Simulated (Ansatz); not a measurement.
**Relaxing Nb**

All numbers below come from DFT PBEsol, scalar-relativistic, plane waves, PAW in Ansatz. Cutoff 420 eV, Γ-centred k mesh, Gaussian smearing, no spin polarisation in the final step.

A relaxed cell is given with its space group left out.

```
Nb
1.0
     2.82743    0.00000    0.00000
    -1.41371    2.44862    0.00000
     0.00000    0.00000   10.41475
Nb
4
Direct
  0.00000 0.00000 0.00000
  0.00000 0.00000 0.50000
  0.33333 0.66667 0.75000
  0.66667 0.33333 0.25000
```

Energies count from the standard state of Nb at the same level.

**Question.** What space group does it have?

**Answer.** P6_3/mmc (No. 194). Conventional cell: a = 2.827 Å, c = 10.415 Å. Around Nb on Wyckoff site a (2 atoms of the primitive cell) lie 6 Nb at 2.83 Å and 6 Nb at 3.07 Å; Nb on Wyckoff site d (2 atoms of the primitive cell) has 6 Nb at 2.83 Å and 6 Nb at 3.07 Å.

**Question.** How far above the standard state of Nb does it lie?

**Answer.** 0.30 eV/atom.

**Question.** Is it a metal?

**Answer.** Yes, bands cross the Fermi level on the 18×18×6 mesh.

The final run used a 18×18×6 mesh on its 4-atom cell and 0.10 eV smearing. The k mesh leaves about 4 meV/atom of noise in metals. The cell came from a trial start, so Nb may not exist in this structure.